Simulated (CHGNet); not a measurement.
## Diamond-structure Si

Method: the machine-learned potential CHGNet-r²SCAN (trained on r²SCAN data).

Cell (relaxed at this level):

```
Si
1.0
    0.00000     2.72057     2.72057
    2.72057     0.00000     2.72057
    2.72057     2.72057     0.00000
Si
2
Cartesian
  2.72057   2.72057   2.72057
  4.08085   4.08085   4.08085
```

```json
{
  "vacancy_formation_energy": "1.34 eV"
}
```

Measured, for comparison: vacancy formation energy 3.6 eV (no zero-point or thermal correction, monovacancy; as tabulated in Garrity and Choudhary (2023), arXiv:2112.11585). Computed (rounded) less measured: vacancy formation energy -2.26 eV.

A machine-learned potential is trained on density-functional data: it inherits that level's misses and adds fitting errors of its own.
